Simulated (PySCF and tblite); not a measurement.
Results of a calculation; reference values are marked as such.
C4H6O2, numbered as in [O:1]=[C:2]([OH:3])[CH:4]1[CH2:5][CH2:6]1.

Geometries PBE0-D3(BJ)/def2-SVP; weights from PBE0-D3(BJ)/def2-TZVP (IEF-PCM, chloroform) energies and GFN2-xTB thermal corrections, with symmetry numbers and mirror pairs. Conformers within 3 kcal/mol (GFN2-xTB free energy) were kept, 8 at most. GIAO shieldings: WP04/pcSseg-1 (IEF-PCM, chloroform). Shifts are against TMS (¹H), TMS (¹³C) at the same level; of two unlike H on one atom, a is the less shielded. (PySCF 2.14, tblite 0.8.)

Q: What shifts does this protocol give at 298.15 K under fast conformational exchange?

A: ¹H: 1.61 (H4, 1H), 1.10 (H5a/H6a, 2H), 1.10 (H5b/H6b, 2H) ppm. ¹³C: 183.8 (C2), 16.6 (C4), 14.8 (C5/C6) ppm.

Q: How do the conformers differ?

A: Torsions listed: O1–C2–O3–H3, O3–C2–C4–C5.
```tsv
conformer	shape	weight %
1	0°, 147°	83.8
2	0°, -37°	16.2
```

```csv
signal,1,2,average
H4,1.64,1.47,1.61
H5a/H6a,1.10,1.11,1.10
H5b/H6b,1.08,1.24,1.10
C2,184.1,182.1,183.8
C4,16.2,18.6,16.6
C5/C6,15.0,13.8,14.8
```

H on N, O and S are left out: they exchange, and hydrogen bonds move them by several ppm. Shifts are unscaled: against experiment ¹³C can be off by 15 ppm or more and ¹H by 0.8 ppm.
